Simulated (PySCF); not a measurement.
**What each rung costs, and what it gives**

Saddle point of AlH2ClO, singlet (AlH₂ClO ([OH][AlH][Cl]) → AlHO ([OH][Al]) + HCl; bonds formed: Cl2–H3; bonds broken: Al1–Cl2, Al1–H3), PBE0-D4/def2-TZVP structure:

```xyz
5
angstrom
Al 0.6715 0.3471 0.4325
Cl 0.2348 -1.5426 -1.2113
H 1.5077 -0.8854 -0.3904
O -0.7753 1.1433 0.7637
H -1.6388 0.9375 0.4055
```

Barriers are electronic and count from the start structure reached by relaxing down the imaginary mode.

Computed with PySCF 2.14 with density fitting (its default auxiliary sets; JK sets also for MP2 and CCSD(T)) (basis: as named in each row); correlated methods freeze the cores. B3LYP uses VWN-RPA correlation. Extrapolation: Hartree–Fock as exp(−7.88 √X), correlation as X^−2.97.

Times are rough, for one single point on 4 threads of a shared host (AMD EPYC).

The estimate by CCSD(T) at an estimated basis limit (MP2 extrapolated from triple and quadruple zeta, plus CCSD(T) − MP2 in triple zeta) is 72.93 kcal/mol.

```csv
method,basis,time (s),barrier (kcal/mol),method less estimate
HF,STO-3G,2,121.01,48.07
MP2,def2-QZVPP,4,74.97,2.04
B3LYP-D4,6-31G,4,58.74,-14.20
PBE0-D4,def2-SVP,5,69.09,-3.85
PBE-D4,def2-SVP,5,61.25,-11.68
SPW92,def2-TZVPP,7,57.96,-14.98
B3LYP-D4,def2-TZVPP,8,68.53,-4.40
PBE0-D4,def2-TZVPP,8,68.43,-4.51
BHLYP-D4,def2-TZVPP,8,77.22,4.29
CCSD(T),def2-SVP,10,76.13,3.19
PBE-D4,def2-TZVPP,11,60.73,-12.20
r2SCAN-D4,def2-TZVPP,19,68.77,-4.16
CCSD(T),def2-TZVPP,120,73.65,0.71
wB97M-V,def2-TZVPP,160,72.69,-0.24
```

All methods are single points on the PBE0-D4 structures.

T1 diagnostic: at most 0.018. The restricted Hartree–Fock reference is unstable towards an unrestricted one at one or more of these structures.

Labels in which every atom is bracketed show which atoms are joined, not bond orders.
